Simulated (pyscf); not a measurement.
`[NH2][B]([NH2])[OH]` + `[NH3]` → `[NH2][B]([NH2])[NH2]` + `[OH2]`, a four-centre exchange (singlet surface; B–O, H–N broken, B–N, H–O formed). Structures and frequencies: ωB97X-D3(BJ)/def2-SVP in PySCF. Energies in kcal/mol from the separated reactants.

Small-basis levels: PySCF, no dispersion term, spherical d functions. AM1 to PM7: differences of heats of formation from MOPAC, which are fitted to 298 K values and so differ in kind from electronic energies by zero-point and thermal terms. GFN2-xTB: tblite. Cost: rough CPU time at the saddle relative to B3LYP/6-31G*, from one job on a shared machine.

```csv
level,barrier,reaction energy,cost
HF/3-21G,…,+12.5,0.05
HF/6-31G*,52.1,+12.9,0.09
MP2/6-31G*,33.2,+12.0,0.10
GFN2-xTB,…,+8.9,under 0.02
PM3,35.6,+8.8,under 0.02
PM6,20.8,+7.9,under 0.02
PM7,29.8,+3.8,under 0.02
ωB97M-D3(BJ)/def2-TZVP,…,+8.8,–
```

Question: Some entries are withheld; supply them.

Answer: 
- HF/3-21G, barrier: 33.1
- GFN2-xTB, barrier: 35.7
- ωB97M-D3(BJ)/def2-TZVP, barrier: 33.8

Against the last row the barrier runs from -13.1 (PM6) to +18.3 kcal/mol (HF/6-31G*). ωB97M-D3(BJ)/def2-TZVP has limits of its own. On the reactant side the descent ends in an adduct with a B–N contact, 6.7 kcal/mol over the separated species and 27.5 kcal/mol under the saddle at ωB97X-D3(BJ)/def2-TZVP. On the product side the descent ends in a complex, 6.9 kcal/mol under the separated species and 32.4 kcal/mol under the saddle at ωB97X-D3(BJ)/def2-TZVP. What is counted as formed (B–N) is already present as a longer contact in the reactant adduct; forming that adduct is a step of its own. The products may also form a dative adduct at H₂N–B(NH₂)–NH₂; it and routes through it were not searched. This is the saddle that the search found; another between the same sides may lie lower.
